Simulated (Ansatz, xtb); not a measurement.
Molecule: lithium fluoride, LiF, charge 0, multiplicity 1. SMILES: [Li][F]
Coordinates optimised at B3LYP-D3(BJ)/def2-TZVP (Ansatz, a program for electronic structure):
```
Li
F 1 1.5615
```

Harmonic wavenumbers from GFN2-xTB (xtb, at its own minimum), cm⁻¹: 892.

**Question.** Give the harmonic wavenumbers at B3LYP-D3(BJ)/def2-TZVP (Ansatz, finite differences of forces, unscaled).

**Answer.** 926 cm⁻¹. Zero-point energy 1.3 kcal/mol.

**Question.** From these and the geometry, give the ideal-gas thermochemistry at 298.15 K and 1 atm (rigid rotor, harmonic oscillator).

**Answer.** Point group C∞v, rotational symmetry number 1. Rotational constants 40.77, 40.77 GHz. S(trans) 35.70, S(rot) 11.98, S(vib) 0.13, S(elec, spin only) 0.00, S 47.8 cal/(mol K). H(298) - H(0) 2.10 kcal/mol; G - E(el) -10.8 kcal/mol.
